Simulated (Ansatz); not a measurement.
`CCC(C)=O` → 4 C• + 8 H• + O•  (atomization)

Isolated molecules relaxed with PBE0-D4/def2-TZVP in Ansatz; ΔE leaves out vibrations. CCSD(T)/CBS adds triple-zeta CCSD(T) − MP2 to the extrapolated MP2 energy (def2 sets, frozen cores). This one scheme is used for every species, atoms too. Functionals use def2-TZVPP. B3LYP here is the variant with VWN-RPA as its local correlation; programs differ in this. HSE06 is defined as in plane-wave codes. Open shells (•) are unrestricted, without spin–orbit coupling. Spin–orbit coupling would lower the free atoms: a little for C, O. One conformer a species, not always the lowest.

(1) What is ΔE at CCSD(T)/CBS? (Estimate.)

(2) What do these levels give: revPBE-D4, BLYP-D4, PBE0-D4, r2SCAN0-D4, B3LYP, r2SCAN0, HSE06, LC-ωPBE, HF/def2-SVP, CCSD/def2-SVP, SCS-MP2/def2-QZVPP, HF/CBS(def2)? (Best estimate.)

Largest T1 diagnostic among the species: 0.013.

Answers

(1) The calculation gave: +55.18 eV.

(2) Computed: revPBE-D4 55.25, BLYP-D4 55.20, PBE0-D4 55.59, r2SCAN0-D4 54.66, B3LYP 54.92, r2SCAN0 54.59, HSE06 55.46, LC-ωPBE 55.25, HF/def2-SVP 41.69, CCSD/def2-SVP 52.59, SCS-MP2/def2-QZVPP 55.30, HF/CBS(def2) 41.05 eV.

In def2-TZVPP, CCSD(T) changes the Hartree–Fock value by +12.96 eV (the triples alone add +0.76 eV) and MP2 by +13.76 eV; breaking electron pairs costs correlation energy, which Hartree–Fock lacks. From r2SCAN to r2SCAN0 (25 % exact exchange), in def2-TZVPP and without D4, ΔE moves by −0.76 eV: exact exchange takes away binding that semilocal exchange gives to molecules. Leaving LDA and LC-ωPBE aside and taking each functional with its dispersion term where it has one, the values, not all of them listed here, spread over 2.85 eV, from BHLYP-D4 to PBE-D4. LDA lies +6.79 eV from PBE without D4, its usual overbinding.

For atomizations the MP2-based limit and the directly extrapolated one differ by several kJ/mol either way, and by 10 to 25 for some Ge, Se and Sn compounds, so smaller differences from it don't rank the levels.
